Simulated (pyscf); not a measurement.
PySCF, gas phase, ωB97X-D3(BJ)/def2-SVP geometries.

Problem. Estimate the classical barrier height and the reaction energy of `[CH3][CH3]` + `[F][ZnH]` → `[CH3][CH2][ZnH]` + `[FH]` at ωB97M-D3(BJ)/def2-TZVP. The step runs on the singlet surface, breaks C–H, F–Zn and forms C–Zn, F–H; take the separated reactants as zero.

Solution. ΔE‡ = 1.61 eV, ΔE = +1.29 eV. Zero-point energy shifts the barrier by -0.10 eV. It is a four-centre exchange, with an imaginary mode of 1013i cm⁻¹. This is the saddle that the search found; another between the same sides may lie lower. Elements up to Kr have no core potential and no relativistic terms here.
